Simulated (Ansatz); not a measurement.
# C₃H₇FO₂: a ladder of functionals and wavefunction methods

How much do the methods differ for C₃H₇FO₂? The plan is to run it at one geometry with functionals of several rungs and with coupled cluster. The yardstick is the atomisation energy at the CCSD(T) limit.

The runs use Ansatz 0.2.0, Gaussian basis; functionals in def2-TZVPP, the program's frozen cores in correlated methods.

The runs, in order: PBE-D4, r2SCAN-D4, PBE0-D4, B3LYP-D4, ωB97X-V, ωB97M-V, B2PLYP; CCSD(T)/def2-TZVPP; MP2/def2-QZVPP; extrapolation to the limit.

## Step 1: Structure used throughout

An earlier PBE0-D4 in a triple-zeta def2 set relaxation fixed the geometry.

13 atoms, charge 0, spin multiplicity 1.

Atoms are counted from 1 here; the program's logs count them from 0.

Bond lengths: C1–C2 1.499 Å, C1–H7 1.091 Å, C1–H8 1.091 Å, C1–H9 1.090 Å, C2–F3 1.390 Å, C2–O4 1.381 Å, C2–H10 1.096 Å, O4–C5 1.408 Å, C5–O6 1.392 Å, C5–H11 1.092 Å, C5–H12 1.093 Å, O6–H13 0.962 Å. Angles: C2–C1–H7 109.9°, C2–C1–H8 109.5°, C2–C1–H9 110.0°, H7–C1–H8 109.0°, H7–C1–H9 109.1°, H8–C1–H9 109.3°, C1–C2–F3 109.1°, C1–C2–O4 109.2°, C1–C2–H10 113.0°, F3–C2–O4 108.9°, F3–C2–H10 105.7°, O4–C2–H10 110.8°, C2–O4–C5 114.4°, O4–C5–O6 112.7°, O4–C5–H11 110.7°, O4–C5–H12 104.8°, O6–C5–H11 106.4°, O6–C5–H12 112.3° and more.

## Step 2: PBE-D4 (GGA)

in.yaml

```yaml
crystal:
  periodic: [false, false, false]
  atoms:
    - {symbol: C, position_ang: [0.009128, -1.954801, 0.059160]}
    - {symbol: C, position_ang: [0.498047, -0.538237, 0.097124]}
    - {symbol: F, position_ang: [1.740080, -0.468490, -0.523117]}
    - {symbol: O, position_ang: [-0.390186, 0.268184, -0.587794]}
    - {symbol: C, position_ang: [-0.184342, 1.648979, -0.402230]}
    - {symbol: O, position_ang: [-0.561022, 2.081407, 0.865843]}
    - {symbol: H, position_ang: [-0.942997, -2.033409, 0.585255]}
    - {symbol: H, position_ang: [-0.130825, -2.263504, -0.977800]}
    - {symbol: H, position_ang: [0.735597, -2.612563, 0.536397]}
    - {symbol: H, position_ang: [0.654117, -0.166237, 1.116168]}
    - {symbol: H, position_ang: [0.872943, 1.899866, -0.511300]}
    - {symbol: H, position_ang: [-0.766895, 2.127422, -1.194283]}
    - {symbol: H, position_ang: [-1.513147, 1.976581, 0.951274]}
basis:
  gaussian: {orbitals: def2-TZVPP}
hamiltonian: {xc: pbe, dispersion: d4}
output: {forces: true, orbitals: {seedname: orbitals}}
```

Run with:

```bash
$ ansatz run in.yaml --threads 2 --pin off --events-out ev --progress --plain --max-ram 22528MiB --backend cuda --devices 0, --max-vram 18GiB
```

After this run come: r2SCAN-D4 (meta-GGA); PBE0-D4 (hybrid); B3LYP-D4 (hybrid); ωB97X-V (range-separated); ωB97M-V (range-separated); B2PLYP (double hybrid); CCSD(T) in def2-TZVPP; MP2 in def2-QZVPP.

**Question.** What will the summary of the whole plan be? Wanted: atomisation energy, CCSD(T)/CBS; farthest; mean size of error, hybrid; mean size of error, range-separated; gap, smallest and largest; T1 diagnostic; triples share of the correlation energy.

As calculated:

```
                               quantity                                           value
        atomisation energy, CCSD(T)/CBS                                 1221.8 kcal/mol
functionals within 6.1 kcal/mol (0.5 %)  r2SCAN-D4, PBE0-D4, B3LYP-D4, ωB97X-V, ωB97M-V
                               farthest                         PBE-D4 (+32.6 kcal/mol)
             mean size of error, hybrid                                    3.1 kcal/mol
    mean size of error, range-separated                                    2.1 kcal/mol
              gap, smallest and largest            7.02 eV (PBE-D4), 14.06 eV (ωB97X-V)
                          T1 diagnostic                                          0.0114
triples share of the correlation energy                                           3.5 %
```

PBE-D4 is off by +32.6 kcal/mol. Double hybrids carry the basis error of their MP2 part in triple zeta, and no dispersion term here, so their miss is partly the set-up's. The reference freezes the cores and leaves out relativity and excitations past (T), so misses under about 6.1 kcal/mol can't be ranked. Hartree-Fock recovers 71 % of the binding; the rest is correlation. Orbital gaps span 7.0 to 14.1 eV; exact exchange widens them.
